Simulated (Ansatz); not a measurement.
`B[SiH2]O` + NH₃ → `B[SiH2]N` + H₂O at 400 K and 1 bar (ligand exchange at the Si–O bond).

Gas-phase electronic energies from Ansatz, PBE0-D4/def2-TZVP geometries. CBS: MP2 limit from def2 TZ/QZ plus the TZ coupled-cluster correction, frozen cores. This one scheme is used for every species. Each species was taken in one conformer, which may not be the lowest.

| species | CCSD(T)/CBS energy (Eh) | H − E (kJ/mol) | S (J/(mol·K)) |
| --- | --- | --- | --- |
| `B[SiH2]O` | -392.05150 | 158.9 | 327.5 |
| NH₃ | -56.50880 | 104.2 | 203.1 |
| `B[SiH2]N` | -372.16627 | 192.0 | 334.3 |
| H₂O | -76.37941 | 69.8 | 198.6 |

H − E and S are ideal-gas, rigid-rotor, harmonic terms from PBE0-D4/def2-TZVP, for one conformer and one mirror image of each species. 1 Eh = 2625.50 kJ/mol, R = 8.31446 J/(mol·K).

Task: By hand: ΔE, ΔH, ΔS and ΔG.

Result: ΔE = (-372.16627) + (-76.37941) − (-392.05150) − (-56.50880) = 0.01462 Eh = 38.4 kJ/mol. Δ(H − E) = 192.0 + 69.8 − 158.9 − 104.2 = -1.3, so ΔH = 37.1 kJ/mol. ΔS = 334.3 + 198.6 − 327.5 − 203.1 = 2.3 J/(mol·K). ΔG = 37.1 − 400 × (2.3)/1000 = 36.2 kJ/mol.

Task: By hand: the equilibrium constant, and the temperature at which ΔG would vanish if ΔH and ΔS stayed fixed.

Result: log₁₀ K = −ΔG/(RT ln 10) = -4.7. ΔG = 0 at ΔH/ΔS = 16130 K, far beyond where these terms or the molecules hold.

The number of gas molecules stays the same, so ΔS is small and ΔH decides. A doubt of 5 kJ/mol in ΔE shifts log₁₀ K by 0.7 here. Other conformers and mirror images would add mixing entropy, several J/(mol·K) or more a flexible species. These are equilibria of isolated gas molecules and say nothing of rates. Largest T1 diagnostic: 0.012 (customary marks: 0.02 for closed shells, 0.045 for open ones).
